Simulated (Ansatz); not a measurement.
ClH$_{2}$OSi, SMILES `O[SiH]Cl` radical. The species carries charge 0 and has multiplicity 2. The structure was optimised at the PBE0-D4/def2-TZVP level. It is one conformer, not always the lowest.

```xyz
5

O    -0.750   -0.181   -0.893
Si   -0.147    0.264    0.564
Cl    1.643   -0.690    0.953
H    -0.865   -1.117   -1.072
H     0.119    1.724    0.449
```

Task: What is the dipole moment at B3LYP/def2-TZVPP? (An estimate is asked.)

Result: Ansatz gave: 1.28 D, with components (-1.02, -0.75, -0.19) D in this frame, pointing from negative to positive charge.

Task: And with PBE, r2SCAN, ωB97M-V? (Estimate.)

Result: Ansatz gave: PBE 1.25 D, r2SCAN 1.31 D, ωB97M-V 1.33 D.

Task: Give the Mulliken charges with B3LYP, r2SCAN, PBE in def2-TZVPP. (Estimate.)

Result: The calculation gave: 
```csv
atom,B3LYP,r2SCAN,PBE
O1,-0.35,-0.38,-0.31
Si2,0.45,0.48,0.37
Cl3,-0.24,-0.25,-0.22
H4,0.19,0.21,0.20
H5,-0.05,-0.06,-0.04
```

B3LYP here is the variant with VWN-RPA as its local correlation; programs differ in this.
